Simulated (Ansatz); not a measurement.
Input for Ansatz (development build ahead of 0.2.0):

```yaml
crystal:
  periodic: [false, false, false]
  atoms:
    - { symbol: C, position_ang: [0.0, 0.0, -1.23215] }
    - { symbol: C, position_ang: [0.0, 0.0, 0.0] }
    - { symbol: C, position_ang: [0.0, 0.0, 1.23215] }
basis:
  gaussian: { orbitals: def2-SVP }
magnetization:
  spin_polarized: true
hamiltonian:
  xc: hf
correlation:
  method: mp2
  frozen_orbitals: { C: 1 }
```

The input is written out in the form of the current development build from the run's settings.

The run gave:

| Property | Result |
| --- | --- |
| Converged | yes |
| Reference energy | -113.25185 hartree |
| Correlation energy | -0.31534 hartree |
| Total energy | -113.56719 hartree |
| Spin squared of the determinant | 0.107 |
| Stability test | minimum |

Messages of the program:
```
mean field -3081.73990429 eV, -113.2518526042 hartree, gradient 1.9e-6 eV, S^2 0.107110; 8 other ends of a descent, 0 dependent functions left out
```

Caution: the unrestricted determinant is spin contaminated; another reference gives a lower total.
